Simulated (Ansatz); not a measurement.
Ansatz input

```yaml
crystal:
  lattice:
    - [3.701148534, 0.0, 0.0]
    - [-1.850574267, 3.2052886537, 0.0]
    - [0.0, 0.0, 5.7473058629]
  atoms:
    - { symbol: "Y", position: [0.3333333333, 0.6666666667, 0.25], spin: 1.0 }
    - { symbol: "Y", position: [0.6666666667, 0.3333333333, 0.75], spin: 1.0 }
hamiltonian:
  xc: rpbe
  pseudopotentials:
    kind: paw
    azcp:
      "Y": "pseudopotentials/Y.paw.azcp"
basis:
  ecutwfc: 420
  fft_grid_basis: typed
kpoints:
  mp_grid: { grid: [16, 16, 9], shift: [0, 0, 0] }
magnetization:
  spin_polarized: true
scf:
  occupations: { method: fermi_dirac, width: 0.05 }
```

Terminal output

```
Engine: ansatz 0.2.0, x86_64-unknown-linux-gnu
Pseudopotentials: kind: paw
Pseudopotential: Y, paw, valence charge 11, recommended cutoff 420 eV (normal) 
Functional definition: RPBE
  parameter kappa = 0.804
  parameter beta = 0.06672455060314922
  exchange = rpbe_x(kappa = kappa, mu = beta*pi^2/3)
  correlation = pbe_c(beta = beta)
Crystal: 2 atoms, lattice volume = 68.182 Å³
Basis set: ecut = 420 eV, 1339 PW (Γ)
Bands: 16, of which v1, the nominal top of the filled ones, is band 11 counted from 1 (10 counted from 0)
Symmetry: 24 space group operations
Space group: P63/mmc (ITA 194), of the structure as read, at distance tolerance 4.1e-5 Å
Magnetic group: BNS 194.263 (UNI 1493), of the structure as read, at distance tolerance 4.1e-5 Å
k-points: 150 of 2304
Non-local potential: Y, projectors of the file, l = 0: 3, l = 1: 2, l = 2: 2, l = 3: 1
PAW form: soft (Blöchl's): semilocal exchange-correlation on the pseudo side does not see the compensation charge
PAW frozen core: Y, regenerated for the run's functional, and the local potential with it (the file was generated under x = pbe(κ = 0.804, μ = 0.2195149727645171), c = pbe(β = 0.06672455060314922))
PAW one-centre angular grid: Y, 590 points (default); XC on 64 Gauss nodes
Initial density: superposition of atomic densities (chi_scale 0.1, normalization cell)
Starting moments: Σ|m| = 2 μB on 2 of 2 sites
Initial wavefunctions: pseudopotential atomic-orbital guess
Functional: x = rpbe, c = pbe(β = 0.06672455060314922)
iter 1 solved again at ethr=9.42e-4 eV; its pass at ethr=3.10e-3 eV (dr2=2.07e-1 eV) is discarded
SCF iter   1: F=—  HF=-7710.982332 eV  |F-HF|=—  |Δ(HF+E_count)|=         —  Δρ=1.75e-2 (↑1.75e-2 ↓1.00e-2)  dr2=2.04e-1  dr2_m=9.59e-2  M=0.955 μB ∫|m|=0.955 μB  β_m=0.30  ethr=9.42e-4  ⟨swp⟩=1.0  Hψ=27608  notcnv=0
Mixer restart at iter 1: flushing history
spin=Collinear: Kerker preconditioning applied to the charge; magnetization (m = ρ↑ − ρ↓) channel mixes plain (no charge-response kernel on spin).
SCF iter   2: F=—  HF=-7710.958122 eV  |F-HF|=—  |Δ(HF+E_count)|=   2.42e-2  Δρ=1.31e-2 (↑1.31e-2 ↓7.25e-3)  dr2=1.30e-1  dr2_m=5.01e-2  M=0.920 μB ∫|m|=0.920 μB  β_m=0.65  ethr=9.26e-4  ⟨swp⟩=1.0  Hψ=4800  notcnv=0
SCF iter   3: F=—  HF=-7710.942611 eV  |F-HF|=—  |Δ(HF+E_count)|=   1.55e-2  Δρ=1.35e-3 (↑1.35e-3 ↓1.33e-3)  dr2=3.51e-3  dr2_m=3.02e-4  M=0.781 μB ∫|m|=0.781 μB  β_m=0.82  ethr=5.91e-4  ⟨swp⟩=2.1  Hψ=8323  notcnv=0
...
SCF iter  16: F=-7710.946459 eV  HF=-7710.946458 eV  |F-HF|=3.93e-7  |Δ(HF+E_count)|=   1.57e-4  Δρ=4.25e-5 (↑1.59e-5 ↓4.25e-5)  dr2=2.31e-6  dr2_m=1.94e-7  M=-0.024 μB ∫|m|=0.024 μB  β_m=0.94  ethr=4.66e-9  ⟨swp⟩=4.0  Hψ=12226  notcnv=0
SCF iter  17: F=-7710.946463 eV  HF=-7710.946463 eV  |F-HF|=3.96e-8  |Δ(HF+E_count)|=   5.10e-6  Δρ=1.14e-5 (↑2.84e-6 ↓1.14e-5)  dr2=1.61e-7  dr2_m=1.57e-8  M=-0.005 μB ∫|m|=0.005 μB  β_m=0.97  ethr=4.66e-9  ⟨swp⟩=3.0  Hψ=9238  notcnv=0
SCF iter  18: F=-7710.946464 eV  HF=-7710.946464 eV  |F-HF|=2.04e-9  |Δ(HF+E_count)|=   2.67e-7  Δρ=1.92e-6 (↑9.19e-7 ↓1.92e-6)  dr2=4.19e-9  dr2_m=8.48e-10  M=0.001 μB ∫|m|=0.001 μB  β_m=0.99  ethr=7.33e-10  ⟨swp⟩=2.8  Hψ=8601  notcnv=0
SCF iter  19: F=-7710.946464 eV  HF=-7710.946464 eV  |F-HF|=6.73e-11  |Δ(HF+E_count)|=   8.76e-9  Δρ=5.82e-7 (↑4.18e-7 ↓5.82e-7)  dr2=5.89e-10  dr2_m=3.36e-11  M=0.000 μB ∫|m|=0.000 μB  β_m=0.99  ethr=1.90e-11  ⟨swp⟩=2.0  Hψ=7644  notcnv=0
SCF iter  20: F=-7710.946464 eV  HF=-7710.946464 eV  |F-HF|=1.55e-10  |Δ(HF+E_count)|=   1.15e-9  Δρ=4.96e-7 (↑4.96e-7 ↓4.33e-7)  dr2=6.23e-10  dr2_m=1.75e-12  M=-0.000 μB ∫|m|=0.000 μB  ethr=2.68e-12  ⟨swp⟩=1.0  Hψ=14939  notcnv=0
SCF 1 converged in 20 iterations: F = -7710.946464 eV  dr2 = 6.23e-10
at 1 of the mixer's solves, the last at iteration 10, it left a direction of its history that read negative out of its fit and stepped the other way along it
WARN: the starting moments were not kept: the SCF closed with an absolute magnetisation of 7.1e-5 μB, where they sum to 2 μB in size (2 sites). That is at most 0.1 of that sum. Measured as dr2_m measures the in/out step, that magnetisation stands 2.3e-10 eV from none, at or under the dr2_threshold of 1.0e-7 eV: it is no larger than a step whose dr2_m would equal this threshold. The system may hold no moment; this SCF shows only that its start led to no more than that. To try another start: raise the starting moments (crystal.atoms[].spin, magnetization.per_species, magnetization.initial_magnetization, or on a non-collinear deck that types none of these the spinor_matrix: blocks that start its atoms; where the total moment is fixed, keep their sum and leave initial_magnetization as it is; typed ones take the place of any that the run laid by itself, positive ones on a crystal's lanthanoids without a Hubbard term where scf.initial_density.shell_occupations: [] is typed) or, if the notice of its spin-set hold's release reads "site moments contracting" or "site moments show no strong build", lengthen the hold (scf.mixing.spin_hold: { on: { confirm: 4 } }; for m-r²SCAN on two components see the key's manual first). Each may lead to a state that holds a moment. A second SCF, from the converged charge density, with the starting moments and any scf.initial_density.shell_occupations laid on it anew, would have followed, and was not run: the deck does not ask for one (magnetization.retry_lost_moments is false, the default). To let it run, set magnetization.retry_lost_moments: true and run the deck again, where that key's refused combinations let it; where memory then withholds it, that run's warning says so.
SCF converged after 20 iterations
Magnetization: -0.0001 μB (11.0000 up, 11.0000 down)
Absolute magnetization: 0.0001 μB (∫|ρ↑−ρ↓|, with the PAW one-centre terms)
Spin contamination: 0.0000 ħ² per cell (⟨S²⟩ above its minimum at these occupations)
Per-site moments (μB) at R_I (Å): [(-2.0147345564221585e-5, 1.477190548473335), (-2.0147345564042136e-5, 1.477190548473335)]
Free energy (F): -7710.946464 eV
Harris-Foulkes:  -7710.946464 eV  (|F-HF|=1.55e-10)
Internal energy: -7710.913294 eV  (E = F + TS)
E sigma→0 (E₀):  -7710.929879 eV
Entropy (-TS):   -0.033169 eV (-16.585 meV/atom)
Fermi energy:    9.015525 eV
--- Per-component energies (eV) ---
  E_band       = -252.838806
  E_kinetic    = 607.626419
  E_local      = -1254.231966  (includes V_loc(G=0)·N_el)
  E_nonlocal   = 98.282874
  E_hartree    = 398.294724
  E_xc         = -346.165038
  E_vxc        = -396.304904  (∫ρ·V_xc dr)
  E_paw        = -5663.171797  (= ΣΔE_a)
  E_vpaw       = -104.800705  (= ΣTr[D̂ρ^β])
  E_aug_tail   = 0.000007  (compensation charges beyond the density's cutoff)
  E_ewald      = -1551.404692
  E_core_change = -0.143825  (= ΣΔE_core)
  E_smearing   = -0.033169  (= −TS)
  E_closure    = 0.000000  (closes the sum)
  Σ components = -7710.946464   (vs F -7710.946464, Δ=0.00e0)
```
